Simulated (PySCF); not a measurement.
# Bond length, frequency and bond energy of LiN⁺ by level of theory

State: ⁴Σ⁻ (quartet), unpaired electrons σ ↑, π ↑↑. Set-up: PySCF, no relativity, basis sets Li def2-SVP, N def2-SVP. De refers to Li⁺ + N in their high-spin ground configurations, without counterpoise correction. The functionals are run spin-unrestricted. A positive dipole points towards N; it is taken about the centre of mass and depends on that origin.

```
      Level  Re (Å)  ωe (cm⁻¹)  De (eV)  μ (D)
        UHF   2.275        246    0.201  -6.47
    UHF-MP2   2.283        244    0.213    n/a
UHF-SCS-MP2   2.285        242    0.207    n/a
   UHF-CCSD   2.282        245    0.218    n/a
UHF-CCSD(T)   2.281        246    0.221    n/a
        PBE   2.241        265    0.299  -6.23
     PBEsol   2.241        262    0.291  -6.23
     r²SCAN   2.287        241    0.222  -6.46
       PBE0   2.242        260    0.259  -6.29
       MN15   2.276        257    0.255  -6.42
     M06-2X   2.246        262    0.247  -6.36
    LC-ωPBE   2.256        255    0.248  -6.36
```

Which functional lies closest to UHF-CCSD(T) in De, which farthest, and by how much do they differ from it?

Closest is r²SCAN (+0.6 pm in Re, -2.0 % in ωe, +0.00 eV in De against UHF-CCSD(T) in the same basis), farthest PBE (-4.0 pm in Re, +7.7 % in ωe, +0.08 eV in De). CCSD(T) converges more slowly with the basis than the functionals do and binds too weakly in this one, so the order can change at the basis-set limit.

What does the step from GGA to meta-GGA do here, going from PBE to r²SCAN?

r²SCAN less PBE: +4.6 pm in Re, -9.1 % in ωe, -0.08 eV in De. 

What does second-order correlation do here, going from UHF to UHF-MP2?

UHF-MP2 less UHF: +0.8 pm in Re, -0.8 % in ωe, +0.01 eV in De. Correlation nearly always deepens the well. The bond lengthens, as in strong covalent bonds, where excitations into antibonding orbitals dominate.

Correlated steps freeze 1 core orbital. The bond is weak. Basis-set superposition, not corrected here, can be much of De in a small basis, most of all at correlated wavefunction levels. For an ion De counts to the pair picked by the measured ionisation energies or electron affinities, which need not be the lowest pair at this level. The state is the lowest determinant that a PBE0 search found; another state may lie lower at other levels.

The whole job (state search and all levels along the bond) took about 0.32 min on 1 thread of Intel Xeon 6975P-C (shared host), peak memory 0.32 GiB.
